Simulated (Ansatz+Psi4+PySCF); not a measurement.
A calculation with Ansatz (development build ahead of 0.2.0).

```yaml
crystal:
  periodic: [false, false, false]
  atoms:
    - { symbol: C, position_ang: [0.00709, 0.02914, -0.00093] }
    - { symbol: H, position_ang: [1.01505, -0.00758, -0.34512] }
    - { symbol: H, position_ang: [-0.52625, 0.86464, -0.36506] }
    - { symbol: H, position_ang: [-0.52964, -0.91812, -0.36802] }
    - { symbol: F, position_ang: [0.01988, 0.01848, 1.34278] }
basis:
  gaussian: { orbitals: cc-pVTZ }
total_charge: 1
magnetization:
  spin_polarized: true
  initial_magnetization: 1
hamiltonian:
  xc: hf
correlation:
  method: mp2
  frozen_orbitals: { C: 1, F: 1, H: 0 }
scf:
  omitted_lower_state_checks: [stability, starts, atomic_configurations, cluster_reference, orbital_swaps, given_window_search, neighbouring_geometries, increment]
```

The input is written out in the form of the current development build from the run's settings.

Results

```
Converged                       : yes
Reference energy                : -138.63971 hartree
Correlation energy              : -0.38736 hartree
Total energy                    : -139.02707 hartree
Spin squared of the determinant : 0.768
```

Caution: MP2 on this radical cation hangs on the determinant chosen.
